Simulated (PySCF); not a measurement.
An unknown is described by computed data only.

Elements present: C, Cl and H. Monoisotopic mass: 78.0236 u.

* NMR, other nuclei: isotropic shieldings of nuclei other than C and H, by class: 876 (1 Cl) ppm [GIAO PBE0/pcSseg-1]
* Dipole: 2.16 D [PBE0/pcSseg-1]
* 1H NMR: chemical shifts (computed TMS as zero) by class: 3.40 (2 H), 1.51 (2 H), 1.08 (3 H) ppm [GIAO PBE0/pcSseg-1]
* 13C NMR: chemical shifts (computed TMS as zero) by class: 52.5 (1 C), 28.4 (1 C), 12.7 (1 C) ppm [GIAO PBE0/pcSseg-1]
* Rotational structure: rotational constants A, B, C: 11.830, 3.339, 2.860 GHz [PBE0-D3(BJ)/def2-SVP]

The electronic properties come from PySCF, for the isolated species, density fitting. Levels stand in brackets. Isolated species at its PBE0-D3(BJ)/def2-SVP geometry (one conformer only). NMR values are class means; diastereotopic atoms form classes of their own.

Problem. Which formula fits the mass and the elements?

Solution. C3H7Cl (calculated 78.0236). No other formula that holds each of these elements comes within 0.0003 u with a fitting electron parity and a possible valence count.

Problem. Give a SMILES that accounts for the data.

Solution. Numbering: `[CH3:1][CH2:2][CH2:3][Cl:4]`. Its formula, C3H7Cl, gives 0 degrees of unsaturation, so no ring and no π bond. 3 carbons fall into 3 classes; from least to most shielded: sp3 C–Cl carbon [C3] (52.5 ppm), chain CH2 carbon [C2] (28.4 ppm), methyl carbon [C1] (12.7 ppm). Hydrogen classes from least to most shielded: 2 H on an sp3 C–Cl carbon, C3 (3.40 ppm), 2 H on a chain CH2 carbon, C2 (1.51 ppm), 3 H on a methyl carbon, C1 (1.08 ppm, a mean of values up to 1.0 ppm apart in this geometry). The other shieldings belong to: 876 ppm, alkyl chlorine [Cl4]. The optimised geometry has point group C1 and is an asymmetric top. Structure: `C(Cl)CC`. The assignments are read from this structure; whether some other isomer fits the data as well wasn't checked.

Shape of the structure used: `[CH3:1][CH2:2][CH2:3][Cl:4]`: C1–C2–C3–Cl4 -63°.
